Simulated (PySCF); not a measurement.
**Spin states of Al₂⁺**

Unrestricted PBE0; Al def2-TZVP; no relativity (PySCF 2.14). Outer shells of the fragments: Al+ 3s2; Al 3s2 3p1.

Followed along the bond (rough minima from three points):

```json
{"2Ms+1": "2", "unpaired": "σ ↑", "⟨S²⟩ at the start": "0.76", "R at minimum (Å)": "3.24", "Te (eV)": "0.00"}
{"2Ms+1": "2", "unpaired": "π ↑", "⟨S²⟩ at the start": "0.76", "R at minimum (Å)": "2.79", "Te (eV)": "0.50"}
{"2Ms+1": "4", "unpaired": "σ ↑↑, π ↑", "⟨S²⟩ at the start": "3.75", "R at minimum (Å)": "2.51", "Te (eV)": "2.47"}
```

Solutions found at the starting distance of 2.490 Å, counted from the lowest of them; the search is not exhaustive and high or unbound solutions are not listed, so other states can lie among these:

```csv
2Ms+1,unpaired,term,E (eV),⟨S²⟩,⟨Lz²⟩
2,π ↑,²Π,0.00,0.76,1.01
2,σ ↑,²Σ⁺,0.13,0.76,0.00
4,"σ ↑↑, π ↑",⁴Π,1.81,3.75,1.00
4,"σ ↑, π ↑↑",⁴Σ⁻,2.10,3.77,0.00
2,"σ ↑↑, π ↓",mixed,2.32,1.76,1.01
2,"σ ↑, π ↑↓",mixed,2.63,1.78,2.03
2,"σ ↓, π ↑↑",mixed,2.83,1.79,0.00
2,σ ↑,mixed,3.27,0.78,2.00
4,"σ ↑, π ↑↑",mixed,4.04,3.78,2.01
4,σ ↑↑↑,⁴Σ⁺,6.92,3.75,0.00
```

A term symbol is given only where ⟨S²⟩ and ⟨Lz²⟩ are close to those of a pure state; real π, δ and φ orbitals otherwise mix terms, and g/u labels are left off.

Q: Compare the gap between the two lowest followed solutions at the starting distance with the gap between their minima.

A: At PBE0 the second solution (doublet, unpaired electrons π ↑) lies -0.13 eV from the first (doublet, unpaired electrons σ ↑) at 2.490 Å and +0.50 eV at the minima; the two curves relax by different amounts, since their minima lie near 2.79 and 3.24 Å.

Counting both spins, an empty level lies below a filled one in some of these solutions, because spin and occupation are held.
